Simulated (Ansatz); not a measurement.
System: zinc-blende MgTe (metastable phase). Method: BLYP in Ansatz (plane waves, PAW).

Run with plane-wave cutoff 520 eV, 10×10×10 k mesh, Fermi–Dirac smearing 0.01 eV, scalar-relativistic PAW data made under PBE.

The direct gap at Γ against volume; x = 100 ln(V/35.728 Å³). One gap is withheld.

```
V (Å³/atom)      x  gap (eV)
-----------  -----  --------
33.585       -6.19     2.527
34.299       -4.08     2.428
35.014       -2.02     2.332
35.728        0.00     2.240
36.443        1.98     2.151
37.157        3.92     2.065
37.872        5.83         ?
```

**Question.** Fit a straight line to the rows shown, give the volume deformation potential and predict the withheld gap.

**Answer.** Means of the 6 rows: x̄ = -1.065, ȳ = 2.2905 eV. Σ(x − x̄)(y − ȳ) = -3.2689 and Σ(x − x̄)² = 71.524, so the slope is -0.0457 eV per unit of x, and dE_g/d ln V = -4.6 eV. At x = 5.83: 2.2905 + (-0.0457) × (5.83 − (-1.065)) = 1.975 eV. The run gives 1.983 eV, 0.008 eV above the line, as the curve bends the same way over all rows.

Measured, for comparison: band gap 3.67 eV (2 K, zero-point motion not removed; as tabulated in arXiv:1206.3780).

Spin–orbit coupling is not included; with these elements it can move the gap by several tenths of an eV or more.

Ansatz is a first-principles code.
